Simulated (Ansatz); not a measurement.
A made-up structure of CH4BO (charge +1), closed shell:

| atom | x (Å) | y (Å) | z (Å) |
| --- | --- | --- | --- |
| B1 | 0.9838 | -0.4233 | 0.6619 |
| O2 | -0.1217 | -0.2496 | 0.1574 |
| C3 | -1.0325 | 0.4190 | -0.6746 |
| H4 | -1.0922 | 0.0318 | -1.6596 |
| H5 | -1.5786 | 1.1910 | -0.1957 |
| H6 | 1.1043 | -1.3001 | 1.3963 |
| H7 | 1.8569 | 0.2767 | 0.3973 |

It is relaxed with PBE-D4/def2-SVP and then PBE0-D4/def2-TZVP (Ansatz 0.2.0). Atoms count as bonded within 1.22 times the sum of their covalent radii (H–H: 0.88 Å). The end point is not checked to be a true minimum.

Question: Does its bonding change? (Judge from chemistry; the calculation decides.)

Answer: The calculation gives: No: no bond forms or breaks.

Where it ends: The first stage lowers the energy by 1.43 eV in 7 steps. It ends as CH₄BO ([BH2][O][CH2]), total charge +1:
```
atom    x (Å)    y (Å)    z (Å)
  B1   1.0907  -0.4051   0.6830
  O2  -0.0301   0.0096  -0.0175
  C3  -1.0203   0.3762  -0.6367
  H4  -1.2061  -0.0414  -1.6293
  H5  -1.6877   1.1096  -0.1776
  H6   0.9148  -1.3510   1.3728
  H7   2.0590   0.2476   0.4884
```

Labels in which every atom is bracketed show which atoms are joined, not bond orders.

For scale, one of the runs: PBE0-D4/def2-TZVP relaxation, 117 basis functions, launched by `ansatz run in.yaml --threads 2 --pin off --events-out ev --progress --plain --max-ram 4352MiB`. Hardware: 2 CPU threads of an Arm Neoverse V1, shared host. Wall time about 11 s.
